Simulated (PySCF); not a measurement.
## 2p core levels of `O[SiH2]S`

Compound: H₄OSSi.
Numbering: `[OH:1][SiH2:2][SH:3]`

Cartesian coordinates in Å at the PBE0-D3(BJ)/def2-SVP level; atoms count from 1:
```
atom  x, y, z in Å
O1    -0.855    1.239    0.176
Si2   -0.407   -0.345   -0.051
S3     1.693   -0.597   -0.406
H4    -0.609    1.854   -0.523
H5    -1.025   -0.950   -1.266
H6    -0.832   -1.038    1.191
H7     2.069   -0.194    0.829
```

Method: delta-SCF UKS SCAN, pcX-2 on the ionised atom, pcseg-1 elsewhere, spin-free X2C (PySCF 2.14.0). These are vertical core ionisation energies against the vacuum level, from separate self-consistent calculations with and without the core hole. The 2p values add to the ΔSCF energy of one spin-free hole a correction within the shell (spin–orbit coupling, ligand field). The splitting includes the ligand field, and 2p3/2 is the mean of two sublevels.

| atom | mean of the 2p shell (eV) | splitting (eV) |
| --- | --- | --- |
| Si2 | 108.120 | 0.625 |

Q: Where do the two lines of each doublet lie?

A: 2p3/2 = mean − splitting/3 and 2p1/2 = mean + 2 × splitting/3:

```json
{"atom": "Si2", "environment": "oxygen-bound silicon", "2p3/2 (eV)": "107.91", "2p1/2 (eV)": "108.54"}
```

Q: What are the 1s binding energies of the same atoms?

A: Si2 1847.89 eV.

Q: Which Kα1 and Kα2 emission energies and wavelengths follow?

A: The photon carries the difference of the 1s-hole and 2p-hole states, both at the ground state's geometry; λ = 12398.42 eV Å/E.

```csv
atom,Kα1 (eV),Kα2 (eV),λ(Kα1) (Å),λ(Kα2) (Å)
Si2,1739.98,1739.35,7.1256,7.1282
```

Q: And the 1s levels of the other atoms?

A: O1 (silanol oxygen) 538.85 eV; S3 (sulfur bonded to Si and H) 2477.32 eV.

Not every level is listed. Geometry: PBE0-D3(BJ)/def2-SVP, one conformer, isolated molecule.

Hardware: an Arm Neoverse N1 with one thread, on a shared host. Cost: 20 s, 0.47 GiB resident at most.
